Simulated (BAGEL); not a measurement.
# CHCl2F (dichlorofluoromethane): HF/STO-3G (density fitting with qzvpp-jkfit)

What is the vertical singlet–triplet gap of CHCl2F (dichlorofluoromethane) at HF/STO-3G (density fitting with qzvpp-jkfit)? 

The results are computed with BAGEL 1.2.2.

21 further runs of the same task are left out: 21 set aside as unsound or not needed.

## (1) The system as given

CHCl2F has 5 atoms, charge 0, and is taken as a singlet. As SMILES, `FC(Cl)Cl`. Geometry: relaxed at PBE0-D4/def2-TZVP.

Bond lengths: F1–C2 1.340 Å, C2–Cl3 1.759 Å, C2–Cl4 1.759 Å, C2–H5 1.088 Å. Angles: F1–C2–Cl3 109.4°, F1–C2–Cl4 109.4°, Cl3–C2–Cl4 111.6°, F1–C2–H5 109.7°, Cl3–C2–H5 108.4°, Cl4–C2–H5 108.4°.

## (2) A single-point energy at HF/STO-3G (density fitting with qzvpp-jkfit)

Contents of hf.json:

```json
{ "bagel": [

{
  "title": "molecule",
  "basis": "sto-3g",
  "df_basis": "qzvpp-jkfit",
  "angstrom": true,
  "geometry": [
    { "atom": "F", "xyz": [      -0.590600,       0.132500,       1.230400 ] },
    { "atom": "C", "xyz": [       0.006400,       0.099400,       0.030700 ] },
    { "atom": "Cl", "xyz": [       1.459900,      -0.886800,       0.126900 ] },
    { "atom": "Cl", "xyz": [      -1.120400,      -0.525200,      -1.167100 ] },
    { "atom": "H", "xyz": [       0.294600,       1.106400,      -0.262500 ] }
  ]
},

{ "title": "hf" },

{ "title": "print", "file": "orbitals.molden", "orbitals": true }

]}
```

Command:

```console
BAGEL_NUM_THREADS=1 BAGEL hf.json > hf.out
```

The program printed:

```text
* using 1 threads per process

  ===============================================================
  ===============================================================

  *** Geometry ***

  { "atom" : "F", "xyz" : [     -1.116072,      0.250389,      2.325119 ] },
  { "atom" : "C", "xyz" : [      0.012094,      0.187839,      0.058015 ] },
  { "atom" : "Cl", "xyz" : [      2.758811,     -1.675809,      0.239806 ] },
  { "atom" : "Cl", "xyz" : [     -2.117249,     -0.992484,     -2.205499 ] },
  { "atom" : "H", "xyz" : [      0.556713,      2.090793,     -0.496053 ] },

  Number of auxiliary basis functions:      426

  Since a DF basis is specified, we compute 2- and 3-index integrals:
    o Being stored without compression. Storage requirement is 0.003 GB

  Number of basis functions:       29
  Number of electrons      :       50

    * METHOD: MOLECULE                             0.12

  *** RHF ***

  === Nuclear Repulsion ===
   211.9542605243

      * DIIS with orbital gradients will be used.

  === RHF iteration (sto-3g) ===
      0      -1044.96905866          0.02633010           0.02
      1      -1045.13560154          0.01064116           0.02
      2      -1045.16144232          0.00111671           0.02
      3      -1045.16228367          0.00015372           0.02
      4      -1045.16229804          0.00004101           0.02
      5      -1045.16229904          0.00000445           0.02
      6      -1045.16229905          0.00000106           0.02
      7      -1045.16229905          0.00000027           0.02
      8      -1045.16229905          0.00000005           0.02
      9      -1045.16229905          0.00000001           0.02
     10      -1045.16229905          0.00000000           0.02
    * SCF iteration converged.

    * Permanent dipole moment:
           (   -0.033718,    -0.685646,    -0.124362) a.u.

    * METHOD: HF                                   0.25

    * METHOD: PRINT                                0.00

  ===============================================================
```

Run time: 0.51 s. Hardware: 1 thread of Arm Neoverse V1, shared host.

## (3) The triplet at the same level

Contents of input.json:

```json
{ "bagel": [

{
  "title": "molecule",
  "basis": "sto-3g",
  "df_basis": "qzvpp-jkfit",
  "angstrom": true,
  "geometry": [
    { "atom": "F", "xyz": [      -0.590600,       0.132500,       1.230400 ] },
    { "atom": "C", "xyz": [       0.006400,       0.099400,       0.030700 ] },
    { "atom": "Cl", "xyz": [       1.459900,      -0.886800,       0.126900 ] },
    { "atom": "Cl", "xyz": [      -1.120400,      -0.525200,      -1.167100 ] },
    { "atom": "H", "xyz": [       0.294600,       1.106400,      -0.262500 ] }
  ]
},

{
  "title": "uhf",
  "nopen": 2
},

{
  "title": "print",
  "file": "orbitals.molden",
  "orbitals": true
}

]}
```

Command:

```console
BAGEL_NUM_THREADS=1 BAGEL input.json > input.out
```

The program printed:

```text
* using 1 threads per process

  ===============================================================
  ===============================================================

  *** Geometry ***

  { "atom" : "F", "xyz" : [     -1.116072,      0.250389,      2.325119 ] },
  { "atom" : "C", "xyz" : [      0.012094,      0.187839,      0.058015 ] },
  { "atom" : "Cl", "xyz" : [      2.758811,     -1.675809,      0.239806 ] },
  { "atom" : "Cl", "xyz" : [     -2.117249,     -0.992484,     -2.205499 ] },
  { "atom" : "H", "xyz" : [      0.556713,      2.090793,     -0.496053 ] },

  Number of auxiliary basis functions:      426

  Since a DF basis is specified, we compute 2- and 3-index integrals:
    o Being stored without compression. Storage requirement is 0.003 GB

  Number of basis functions:       29
  Number of electrons      :       50

    * METHOD: MOLECULE                             0.12

  *** Open-shell HF ***

  === Nuclear Repulsion ===
   211.9542605243

      * DIIS with orbital gradients will be used.

  === UHF iteration (sto-3g) ===
      0      -1044.67831444          0.03510748           0.03
      1      -1044.78555242          0.01167852           0.03
      2      -1044.80181359          0.00523233           0.03
      3      -1044.80690842          0.00311030           0.03
      4      -1044.81418578          0.00147465           0.04
      5      -1044.81597084          0.00067982           0.03
      6      -1044.81635517          0.00046211           0.03
      7      -1044.81642820          0.00044788           0.03
      8      -1044.81652445          0.00007880           0.03
      9      -1044.81652855          0.00003674           0.03
     10      -1044.81653019          0.00003143           0.03
     11      -1044.81653208          0.00002890           0.03
     12      -1044.81653338          0.00003040           0.03
     13      -1044.81653310          0.00002782           0.03
     14      -1044.81653489          0.00001659           0.03
     15      -1044.81653583          0.00000715           0.03
     16      -1044.81653596          0.00000297           0.03
     17      -1044.81653598          0.00000160           0.03
     18      -1044.81653598          0.00000130           0.04
     19      -1044.81653598          0.00000136           0.03
     20      -1044.81653598          0.00000107           0.03
     21      -1044.81653598          0.00000081           0.03
     22      -1044.81653598          0.00000063           0.03
     23      -1044.81653598          0.00000051           0.03
     24      -1044.81653598          0.00000037           0.03
     25      -1044.81653598          0.00000016           0.04
     26      -1044.81653598          0.00000013           0.03
     27      -1044.81653598          0.00000015           0.03
     28      -1044.81653598          0.00000011           0.03
     29      -1044.81653598          0.00000005           0.03
     30      -1044.81653598          0.00000003           0.03
     31      -1044.81653598          0.00000003           0.03
     32      -1044.81653598          0.00000003           0.03
     33      -1044.81653598          0.00000003           0.03
     34      -1044.81653598          0.00000003           0.03
     35      -1044.81653598          0.00000003           0.03
     36      -1044.81653598          0.00000003           0.03
     37      -1044.81653598          0.00000002           0.03
     38      -1044.81653598          0.00000001           0.03
     39      -1044.81653598          0.00000001           0.03
    * SCF iteration converged.

    * S^2 (UHF) is 2.0192

    * Permanent dipole moment:
           (   -0.058088,    -0.643166,    -0.064074) a.u.

    * METHOD: UHF                                  1.43

    * METHOD: PRINT                                0.00

  ===============================================================
```

It took 1.7 s on 1 thread of Arm Neoverse V1, shared host.

## (4) Summary of results

Level: HF/STO-3G (density fitting with qzvpp-jkfit).

```
                                        quantity           value
                           singlet: total energy  -1045.16230 Eh
                          singlet: dipole moment          1.77 D
                            singlet: HOMO energy       -11.18 eV
                            singlet: LUMO energy         8.10 eV
                          singlet: HOMO–LUMO gap        19.27 eV
                           triplet: total energy  -1044.81654 Eh
                          triplet: dipole moment          1.65 D
                                   triplet: ⟨S²⟩           2.019
vertical energy of the triplet above the singlet        9.409 eV
```

At this shape the triplet lies 9.41 eV (217 kcal/mol) above the singlet. In a minimal basis such a difference can be off by several eV, whatever the method.
